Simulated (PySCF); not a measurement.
CH3CCl3, optimised at PBE0/def2-TZVP:

```xyz
8

C      0.8165    -0.1880     0.0086
C     -0.6550     0.1399    -0.0178
Cl    -1.4540    -0.7491    -1.3312
Cl    -0.8868     1.8812    -0.2790
Cl    -1.4085    -0.3147     1.5247
H      0.9456    -1.2583     0.1694
H      1.2953     0.3631     0.8179
H      1.2672     0.0952    -0.9425
```

Energies from PySCF (xtb for GFN2), thermal terms from the rigid-rotor harmonic-oscillator model, ideal gas at 1 bar. 6-31G* has spherical d functions here. All species are closed-shell singlets. B3LYP is the form with VWN-RPA correlation.

List the harmonic frequencies (cm⁻¹, unscaled) at this level and at the other levels, each on its own geometry.


- PBE0/def2-TZVP: 240, 240, 298, 344, 344, 348, 538, 724, 724, 1098, 1098, 1100, 1406, 1469, 1469, 3074, 3167, 3167
- B3LYP/6-31G*: 239, 239, 310, 344, 344, 344, 518, 690, 690, 1079, 1118, 1118, 1443, 1509, 1509, 3082, 3167, 3167
- GFN2-xTB: 214, 214, 229, 305, 306, 316, 516, 621, 622, 1065, 1065, 1070, 1388, 1448, 1448, 3034, 3037, 3037
- HF/6-31G*: 265, 265, 332, 373, 373, 378, 567, 816, 816, 1170, 1224, 1224, 1573, 1627, 1627, 3240, 3328, 3329
- PBE/def2-SVP: 229, 229, 302, 335, 335, 336, 516, 664, 664, 1048, 1048, 1067, 1337, 1397, 1398, 2992, 3101, 3101
